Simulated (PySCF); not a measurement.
# Magnetisability: SMILES C=NNC, C$_{2}$H$_{6}$N$_{2}$

Cartesian coordinates in Å; atom numbers follow the order of the lines, from 1:
```xyz
10

C     1.6235   -0.3182   -0.1541
N     1.0212    0.7936   -0.1113
N    -0.3053    0.9122   -0.1310
C    -1.2162   -0.1914    0.0910
H     2.6980   -0.2795   -0.1932
H     1.1568   -1.3010   -0.1629
H    -0.5980    1.8107    0.2243
H    -1.1285   -0.9064   -0.7292
H    -1.0121   -0.7129    1.0345
H    -2.2304    0.1976    0.1093
```

Level of theory: GIAO PBE/aug-pcSseg-1 magnetisability, rotational g tensor and spin-rotation constants, non-relativistic, gas phase (PySCF 2.14.0). Geometry: GFN2-xTB.

**Question.** What are the magnetisability and the molar susceptibility?

**Answer.** Isotropic -582 × 10⁻³⁰ J/T², or -35.0 × 10⁻⁶ cm³/mol; principal values -680, -582, -483 × 10⁻³⁰ J/T², anisotropy 170 × 10⁻³⁰ J/T² (root of half the summed squared differences of the principal values). The susceptibility is in cgs units.

**Question.** Split it along the inertial axes a, b, c into diamagnetic and paramagnetic parts about the centre of mass, with the quadrupole moment.

**Answer.** 
```csv
axis,χ (10⁻⁶ cm³/mol),diamagnetic (10⁻⁶ cm³/mol),paramagnetic (10⁻⁶ cm³/mol),summed x² of all electrons (Å²),quadrupole Θ (D Å)
a,-31.0,-120.0,88.9,52.9,+2.63
b,-33.1,-256.2,223.1,20.8,+0.55
c,-40.9,-313.0,272.0,7.5,-3.19
```
Anisotropies 2χaa − χbb − χcc = +12.0 and 2χbb − χaa − χcc = +5.8 × 10⁻⁶ cm³/mol. Θ is traceless in Buckingham's convention.

**Question.** And the rotational g tensor?

**Answer.** 
```
axis  rotational constant (GHz)        g  nuclear part  electronic part
   a                    19.7053  -0.1411        0.6823          -0.8234
   b                     6.2633  -0.0352        0.6213          -0.6564
   c                     4.9199  -0.0044        0.6243          -0.6288
```
Asymmetric top; isotopes 12C, 1H, 14N; no vibrational averaging.
